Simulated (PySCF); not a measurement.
## PH₃: umbrella curve

Computed with r2SCAN/[P def2-TZVP, H def2-TZVP], no relativity, density fitting, PySCF.

Rigid scan from the singlet minimum (P–H 1.420 Å (×3); H–P–H 92.8° (×3)). Coordinate: angle between each bond and the threefold axis, bonds fixed. Energies in kJ/mol from the minimum.

Q: Predict the curve at 55, 60, 65, 70, 75, 80, 85, 90.

A: 
```tsv
angle of the bonds to the threefold axis (°)	E (kJ/mol)	dipole size (D)
55	0.9	0.68
60	3.3	0.80
65	19.7	0.89
70	46.9	0.94
75	79.6	0.89
80	111.2	0.71
85	134.1	0.40
90	142.5	0.00
```

With the bonds held, the planar shape lies 142.5 kJ/mol from the minimum.

Other isomers or separated fragments may lie lower.
